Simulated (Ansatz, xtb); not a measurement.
# H3NSi: which of two isomers lies lower

Structure I: `N=[SiH2]`, a singlet. Structure II: `N[SiH]`, a singlet. Both are isolated molecules in the gas phase, relaxed with PBE0-D4/def2-TZVP; the shapes shown needn't be the lowest conformers.

I (Å):

```
atom    x (Å)    y (Å)    z (Å)
   N   0.6463  -0.3847  -1.0673
  Si  -0.0314  -0.0410   0.3323
   H   0.0937  -0.6972  -1.8553
   H  -1.4667  -0.1017   0.7288
   H   0.8406   0.4089   1.4358
```

II (Å):

```csv
atom,x (Å),y (Å),z (Å)
N,-0.0341,0.5163,0.4038
Si,0.7356,-0.4585,-0.7672
H,0.6014,-1.7440,0.0557
H,-0.1700,1.5054,0.2631
H,-0.4005,0.2065,1.2903
```

Problem. Which of the two would you expect CCSD(T)/def2-TZVPP electronic energies to favour?

Solution. Structure II; the calculation gives E(II) − E(I) = −66.7 kJ/mol.

Level by level:

| level | geometry | E(II) − E(I) (kJ/mol) | departure from the last row (kJ/mol) | job, with rough time for the two |
| --- | --- | --- | --- | --- |
| GFN2-xTB | GFN2-xTB | +101.3 | +168.0 | optimisation, 0.11 s |
| HF/STO-3G | GFN2-xTB | −182.0 | −115.3 | single point, 0.7 s |
| r2SCAN-D4/def2-SVP | GFN2-xTB | −70.2 | −3.5 | single point, 2 s |
| PBE0-D4/def2-TZVP | PBE0-D4/def2-TZVP | −70.9 | −4.2 | optimisation, 14 s |
| HF/def2-TZVPP | PBE0-D4/def2-TZVP | −85.7 | −19.0 | part of the CCSD(T) run |
| MP2/def2-TZVPP | PBE0-D4/def2-TZVP | −54.2 | +12.5 | part of the CCSD(T) run |
| CCSD(T)/def2-TZVPP | PBE0-D4/def2-TZVP | −66.7 |  | single point, 12 s |

As drawn, II has 1 N–Si, 1 N–H in place of 1 N=Si, 1 Si–H.

GFN2-xTB puts the two in the other order. The largest departure from CCSD(T)/def2-TZVPP is that of GFN2-xTB, 168.0 kJ/mol.

With harmonic frequencies from PBE0-D4/def2-TZVP (ideal gas, rigid rotor, one conformer each, 1000 K, 1 atm): the zero-point term adds +10.7 kJ/mol; ΔH is −58.4 and ΔG −54.4 kJ/mol.

The correlated steps freeze 6 core orbitals. Programs: Ansatz 0.2.0, xtb 6.7.1; the last row on 1 thread of Arm Neoverse V1 on a shared host.
